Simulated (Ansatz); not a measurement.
Born–Oppenheimer molecular dynamics of CH$_{7}$AlO (10 atoms, charge 0, multiplicity 1). It starts at the highest image of a converged band. Of that band: Neighbouring images differ by up to 1.9 eV, so the band resolves the path poorly. A vibrational analysis at the climbing image gives one clearly imaginary mode, 1880i cm⁻¹: a first-order saddle point.

Theory: RHF/def2-mTZVP in Ansatz.

```yaml
ensemble: NVE (velocity Verlet)
time_step: 0.5 fs
steps_asked: 200
starting_velocities_drawn_for: 300 K
seed: 10705
```

First frame:

```xyz
10
Properties=species:S:1:pos:R:3
Al 0.007 -0.271 0.055
C -0.038 -0.154 2.226
H -0.984 -0.152 2.756
H 0.741 -0.485 2.903
H 0.193 0.898 2.037
H 1.413 0.174 -0.494
H -1.353 0.284 -0.527
O -0.092 -2.066 0.480
H -0.871 -2.578 0.317
H -0.127 -1.397 1.463
```

What does the run give?

The run went to its last step.

| Item | Value |
| --- | --- |
| steps done | 200 |
| time covered | 100 fs |
| mean temperature over the second half | 753 K |
| spread of the potential energy over the second half | 12.6 meV per atom |
| mean potential energy of the second half above the start | -46.9 meV per atom |

The conserved energy stayed within 0.13 meV per atom of its start (net change 0.057 meV per atom), so the integration is sound. The kinetic energy rose, since the run started high on the potential surface and went downhill. It ends in pieces (CH5Al + H2O), so much of that is their flight and rotation, not heat. A run of 0.1 ps of so small a system gives no equilibrium averages. The orbitals stay closed-shell, which can raise the energy where a bond breaks towards radicals; this wasn't checked here.

What happens to the structure?

Between its relaxed ends the band would form C2–H10 and break Al1–C2, O8–H10. These pairs go: C2–H10 1.46 → 5.52 Å, Al1–C2 2.17 → 1.98 Å, O8–H10 1.19 → 0.96 Å. In the last frame they stand as before the step (other bonds may differ from the relaxed reactants and products). Also parted: Al1–O8 1.85 → 3.66 Å, Al1–H10 1.81 → 4.07 Å. It ends as CH5Al + H2O. Pairs count as bonded within 1.25 times the sum of covalent radii (0.12 Å more for H–H). The details hang on the random start.

How do temperature and energy run in time?


```csv
time (fs),T (K),potential energy less start (eV),conserved less start (meV/atom)
0,300,0.000,0.00
5,223,0.080,0.06
10,393,-0.095,0.05
15,869,-0.588,0.00
20,1322,-1.057,-0.04
25,1304,-1.038,0.03
30,1052,-0.776,0.08
35,898,-0.619,0.02
40,980,-0.703,0.00
45,982,-0.704,0.07
50,978,-0.701,0.06
55,840,-0.558,0.02
60,680,-0.392,0.02
65,666,-0.377,0.08
70,779,-0.494,0.07
75,921,-0.643,-0.04
80,831,-0.549,0.01
85,783,-0.499,0.04
90,589,-0.298,0.07
95,626,-0.338,-0.02
100,662,-0.374,0.06
```

Run time: 3.2 min on 1 thread of Arm Neoverse V2, with other jobs on the host, peak memory 0.14 GiB.
